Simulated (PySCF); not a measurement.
**Adding and removing an electron: SiCl**

UHF; PySCF, no relativity, basis sets Si def2-SVPD, Cl def2-SVPD. Neutral (UHF): doublet (π ↑), Re = 2.114 Å, ωe = 512 cm⁻¹, De = 2.98 eV, HOMO -8.05 eV, LUMO 0.08 eV.

SiCl⁻ (UHF): triplet (π ↑↑), Re = 2.359 Å, ωe = 301 cm⁻¹. The energies at the minima are -748.19000 hartree for SiCl and -748.22181 for SiCl⁻.

**Question.** Work out the adiabatic electron affinity, without and with harmonic zero-point energies (1 hartree = 27.2114 eV, 1 eV = 8065.5 cm⁻¹), and the change of the bond length.

**Answer.** At UHF: 0.03181 hartree = 0.866 eV between the minima; the zero-point term (512.0 − 301.0)/2 cm⁻¹ = +0.013 eV makes it 0.879 eV. Re changes by +24.5 pm against the neutral. The electron enters a π orbital, and the ion is left as a loose complex of an ion and an atom.

Hartree–Fock leaves out correlation, which carries a large part of most bond energies and some tenths to 1 eV of ionisation energies. States were picked by a PBE0 search and need not be the measured ground states.
